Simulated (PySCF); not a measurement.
Disulfur monoxide, OS2, SMILES O=S=S, point group Cs.

Level: PBE0/pcSseg-2 in PySCF (density fitting, grid level 2); geometry and Hessian at that level, cubic constants and property derivatives from steps of ±0.6 along each species' dimensionless normal coordinates, second-order vibrational perturbation theory. The parent has the commonest isotopes.

Equilibrium geometry (Å):

```csv
atom,x,y,z
O1,-1.3220,-0.2491,0.2100
S2,-0.1719,0.3933,-0.4089
S3,1.5398,-0.1543,0.1486
```

(1) Give the equilibrium and ground-state rotational constants (MHz) of parent; ¹⁷O at 1; ³⁴S at 2; ¹⁷O at 1, ³⁴S at 2; ³⁴S at 3; ¹⁷O at 1, ³⁴S at 3.

(2) How is the parent's vibrational correction B0 − Be made up?

(3) And its quartic centrifugal distortion constants from the harmonic force field?

## Answers

(1) 
```
           species     Ae      Be      Ce     A0      B0      C0  Δ0 (u Å²)  harmonic ZPE (cm⁻¹)
            parent  41653    5096  4540.5  41765  5082.3  4523.9      0.173                 1173
          ¹⁷O at 1  40651  4974.9  4432.5  40759  4961.5  4416.4      0.175                 1158
          ³⁴S at 2  40383  5070.9  4505.2  40490  5057.5  4488.9      0.175                 1160
¹⁷O at 1, ³⁴S at 2  39378  4953.2  4399.8  39481  4940.1    4384      0.177                 1145
          ³⁴S at 3  41478  4937.1    4412  41587    4924  4396.1      0.173                 1167
¹⁷O at 1, ³⁴S at 3  40472  4819.3  4306.5  40578  4806.4    4291      0.175                 1151
```

Δ0 = Ic − Ia − Ib from the ground-state constants.

(2) 
```csv
axis,harmonic,Coriolis,cubic,total (MHz)
a,302,-0,-191,111
b,7.76,-0,-21.5,-13.7
c,3.17,-0.438,-19.3,-16.6
```

(3) Asymmetric top, A reduction, Ir representation: ΔJ = 1.77 kHz, ΔJK = -30.4 kHz, ΔK = 1060 kHz, δJ = 0.328 kHz, δK = 10.7 kHz.
